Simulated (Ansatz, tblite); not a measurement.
Forces on the cluster LiSi₂ at its PBE-D4/def2-TZVP geometry. Charge 0, multiplicity 2.

The xTB rows come from tblite. The structure comes from a short search, and lower isomers may exist.

GFN1-xTB (tblite), largest force 1.83 eV/Å:

```xyz
3
positions Å, forces eV/Å
Li    0.254    0.534   -1.433   -0.194   -0.408    1.093
Si   -0.278   -1.241    0.326   -0.149   -1.383   -1.182
Si    0.024    0.706    1.106    0.343    1.791    0.089
```

GFN2-xTB (tblite), largest force 1.86 eV/Å:

```
Li -0.027 -0.057 0.152
Si -0.251 -1.676 -0.759
Si 0.278 1.733 0.606
```

B97M-V/def2-TZVP (Ansatz), largest force 0.42 eV/Å:

```
Li -0.006 -0.013 0.036
Si 0.064 0.395 0.138
Si -0.057 -0.382 -0.174
```
